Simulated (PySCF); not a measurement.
# Basis-set dependence of NaH at CCSD(T)

PySCF, RHF reference; singlet, unpaired electrons none; De to Na + H without counterpoise correction. Frozen cores follow the default of each basis and core potential.

```csv
basis,relativity,functions,Re (Å),ωe (cm⁻¹),De (eV),frozen orbitals
def2-SVP,no relativity,20,1.918,1105,1.69,1
def2-SVPD,no relativity,26,1.919,1124,1.84,1
pcseg-2,no relativity,33,1.910,1122,1.85,1
aug-cc-pVDZ,no relativity,36,1.905,1139,1.86,1
x2c-TZVPPall,spin-free X2C,46,1.877,1177,1.89,1
```

(1) How does each smaller set differ from the one with most functions, x2c-TZVPPall?

Measured (Huber and Herzberg, Constants of Diatomic Molecules (1979)): Re = 1.8874 Å, ωe = 1172.2 cm⁻¹. Correlated steps freeze 1 core orbital. Correlated levels converge slowly with the basis: in double zeta they bind strong bonds too weakly, by up to about 1 eV, and carry superposition errors of some tenths. Where the molecule has an RHF reference, its open-shell atoms are computed with UHF.

Answers

(1) def2-SVP: +4.1 pm, -6.1 % in ωe, -0.20 eV in De; def2-SVPD: +4.2 pm, -4.5 % in ωe, -0.05 eV in De; pcseg-2: +3.3 pm, -4.7 % in ωe, -0.04 eV in De; aug-cc-pVDZ: +2.8 pm, -3.2 % in ωe, -0.03 eV in De. All at CCSD(T); the set with most functions is neither the basis-set limit nor always the best. The rows treat relativity differently, so the differences are not basis effects alone.
